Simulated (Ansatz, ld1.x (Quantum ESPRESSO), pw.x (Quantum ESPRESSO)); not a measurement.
pw.x on bcc As: one setting changed

Potential: PAW, ld1.x (Quantum ESPRESSO) 7.5, PBEsol; core [Ar] 3d10, reference 4s2 4p3; waves: 4s (bound): rcut 1.30, rcutus 1.50 bohr; 4s channel at 0.1 Ry: rcut 1.30, rcutus 1.50 bohr; 4p (bound): rcut 1.55, rcutus 1.80 bohr; 4p channel at 4.35 Ry: rcut 1.55, rcutus 1.80 bohr; 4d channel at 0.4 Ry: rcut 1.60, rcutus 2.05 bohr; 4d channel at 3.2 Ry: rcut 1.60, rcutus 2.05 bohr; local part: all-electron potential smoothed inside 1.35 bohr (lloc = -1); core correction: Bessel-smoothed model core inside 0.80 bohr; augmentation: PSQ, inside the norm-conserving radii.

The reference run (k-mesh 14³, cutoffs 40/320 Ry, Fermi–Dirac 0.01 Ry, mixing_beta 0.4, conv_thr 1e-9, no spin) gives 0.14 GPa at 18.118 Å³/atom, where all-electron LAPW gives 0.31 GPa. This run, with its own iteration cap, changes smearing to mv.

```
&control
  calculation='scf', prefix='x', pseudo_dir='./', outdir='./tmp', tstress=.true., disk_io='none'
/
&system
  ibrav=0, nat=1, ntyp=1, ecutwfc=40, ecutrho=320, nbnd=9,
  occupations='smearing', smearing='mv', degauss=0.01
/
&electrons
  conv_thr=1e-09, mixing_beta=0.4, electron_maxstep=50
/
ATOMIC_SPECIES
As 1.0 As.UPF
CELL_PARAMETERS angstrom
  -1.65456343 1.65456343 1.65456343
  1.65456343 -1.65456343 1.65456343
  1.65456343 1.65456343 -1.65456343
ATOMIC_POSITIONS crystal
As 0.0000 0.0000 0.0000
K_POINTS automatic
14 14 14 0 0 0
```

```bash
pw.x < As.scf.in > As.scf.out
```

Problem. How does the run end?

Solution. It converges in 5 iterations; the free energy moves by +12.7 meV/atom and the pressure by -0.16 GPa. This scheme is built to cancel the term in the square of the width that Fermi–Dirac smearing leaves in the F of a metal.

```
Message from routine setup:
     using ibrav=0 with symmetry is DISCOURAGED, use correct ibrav instead
     lattice parameter (alat)  =       5.4156  a.u.
     unit-cell volume          =     122.2663 (a.u.)^3
     number of electrons       =         5.00
     number of Kohn-Sham states=            9
     kinetic-energy cutoff     =      40.0000  Ry
     charge density cutoff     =     320.0000  Ry
     scf convergence threshold =      1.0E-09
     Exchange-correlation= SLA  PW   PSX  PSC
     number of k points=   104  Marzari-Vanderbilt smearing, width (Ry)=  0.0100
     iteration #  1     ecut=    40.00 Ry     beta= 0.40
     total energy              =    -172.73654083 Ry
     estimated scf accuracy    <       0.00156875 Ry
     iteration #  2     ecut=    40.00 Ry     beta= 0.40
     total energy              =    -172.73643381 Ry
     estimated scf accuracy    <       0.00045255 Ry
     iteration #  3     ecut=    40.00 Ry     beta= 0.40
     c_bands:  2 eigenvalues not converged
     total energy              =    -172.73646591 Ry
     estimated scf accuracy    <       0.00000555 Ry
     iteration #  4     ecut=    40.00 Ry     beta= 0.40
     total energy              =    -172.73647085 Ry
     estimated scf accuracy    <          2.6E-09 Ry
     iteration #  5     ecut=    40.00 Ry     beta= 0.40
     the Fermi energy is     9.4335 ev
!    total energy              =    -172.73647090 Ry
     estimated scf accuracy    <          6.3E-11 Ry
     smearing contrib. (-TS)   =      -0.00001958 Ry
     convergence has been achieved in   5 iterations
          total   stress  (Ry/bohr**3)                   (kbar)     P=       -0.20
     Message from routine punch:
     Nothing written, as per user request (disk_io='none')
```

The run took about 6.5 s on one core of a shared host (Neoverse-V2, 96 threads, 742 GiB, load 63).
